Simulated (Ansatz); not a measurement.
# C₄H₄FN: up Jacob's ladder to CCSD(T)

One table from this session's results is given with a row withheld; the runs are named, their logs left out.

Program: Ansatz 0.2.0, Gaussian basis. Level of theory: functionals in def2-TZVPP, the program's frozen cores in correlated methods. These are calculated values, not measurements.

The runs, in order: LDA (SPW92), PBE-D4, revPBE-D4, BLYP-D4, r2SCAN-D4, B97M-V, PBE0-D4, B3LYP-D4, r2SCANh-D4, r2SCAN0-D4, HSE06-D4, BHLYP-D4, CAM-B3LYP-D4, LC-ωPBE, ωB97X-V, ωB97M-V, B2PLYP, PBE-QIDH; CCSD(T)/def2-SVP; CCSD(T)/def2-TZVPP; MP2/def2-QZVPP; extrapolation to the limit; RPA on PBE.

## The geometry

The geometry comes from an earlier relaxation with PBE0-D4 in a triple-zeta def2 set; it is a stationary point, not always the lowest conformer.

SMILES `Fc1ccc[nH]1`, 10 atoms, charge 0, spin multiplicity 1.

Atoms are counted from 1 here; the program's logs count them from 0.

Bond lengths: F1–C2 1.324 Å, C2–C3 1.361 Å, C2–N6 1.353 Å, C3–C4 1.424 Å, C3–H7 1.077 Å, C4–C5 1.367 Å, C4–H8 1.078 Å, C5–N6 1.374 Å, C5–H9 1.077 Å, N6–H10 1.004 Å. Angles: F1–C2–C3 130.7°, F1–C2–N6 119.0°, C3–C2–N6 110.3°, C2–C3–C4 105.4°, C2–C3–H7 126.3°, C4–C3–H7 128.3°, C3–C4–C5 108.2°, C3–C4–H8 126.2°, C5–C4–H8 125.6°, C4–C5–N6 107.6°, C4–C5–H9 131.3°, N6–C5–H9 121.1°, C2–N6–C5 108.4°, C2–N6–H10 124.8°, C5–N6–H10 126.7°.

Set-up of the first run:

Contents of in.yaml:

```yaml
crystal:
  periodic: [false, false, false]
  atoms:
    - {symbol: F, position_ang: [1.907568, 0.395675, -1.476477]}
    - {symbol: C, position_ang: [0.899051, 0.102177, -0.669795]}
    - {symbol: C, position_ang: [0.543946, -1.074861, -0.084891]}
    - {symbol: C, position_ang: [-0.625236, -0.782281, 0.673222]}
    - {symbol: C, position_ang: [-0.918448, 0.543021, 0.512309]}
    - {symbol: N, position_ang: [0.032064, 1.081129, -0.320971]}
    - {symbol: H, position_ang: [1.054228, -2.017875, -0.187294]}
    - {symbol: H, position_ang: [-1.186500, -1.481415, 1.272420]}
    - {symbol: H, position_ang: [-1.713383, 1.148796, 0.913614]}
    - {symbol: H, position_ang: [0.090013, 2.034632, -0.629236]}
basis:
  gaussian: {orbitals: def2-TZVPP}
hamiltonian: {xc: lda}
output: {orbitals: {seedname: orbitals}}
```

Run with:

```console
$ ansatz run in.yaml --threads 4 --pin off --events-out ev --progress --plain --max-ram 10444MiB
```

Among the steps run: LDA; PBE-D4 (GGA); revPBE-D4 (GGA); BLYP-D4 (GGA); r2SCAN-D4 (meta-GGA); B97M-V (meta-GGA); PBE0-D4 (hybrid); B3LYP-D4 (hybrid); r2SCANh-D4 (hybrid); r2SCAN0-D4 (hybrid); HSE06-D4 (hybrid); BHLYP-D4 (hybrid); CAM-B3LYP-D4 (range-separated); LC-ωPBE (range-separated); ωB97X-V (range-separated); ωB97M-V (range-separated); B2PLYP (double hybrid); PBE-QIDH (double hybrid).

One table of the session follows, with a row left open; its other results are not shown here.

```
  functional  HOMO (eV)  LUMO (eV)  gap (eV)
 LDA (SPW92)      -5.25      -0.13      5.12
      PBE-D4      -5.03       0.12      5.15
   revPBE-D4      -4.95       0.21      5.17
     BLYP-D4      -4.89       0.22      5.10
   r2SCAN-D4      -5.19       0.34      5.53
      B97M-V          ?          ?         ?
     PBE0-D4      -6.11       1.09      7.20
    B3LYP-D4      -5.91       0.77      6.68
  r2SCANh-D4      -5.60       0.69      6.29
  r2SCAN0-D4      -6.22       1.22      7.44
    HSE06-D4      -5.71       0.71      6.42
    BHLYP-D4      -7.03       1.71      8.74
CAM-B3LYP-D4      -7.41       1.86      9.27
     LC-ωPBE      -8.72       3.17     11.89
     ωB97X-V      -8.35       3.01     11.35
     ωB97M-V      -8.27       2.46     10.73
```

Estimate the missing values for B97M-V.

**Answer.** HOMO (eV): -5.17; LUMO (eV): 0.41; gap (eV): 5.58. In the column «HOMO (eV)» it lies between r2SCAN-D4 (-5.19) and PBE-D4 (-5.03).
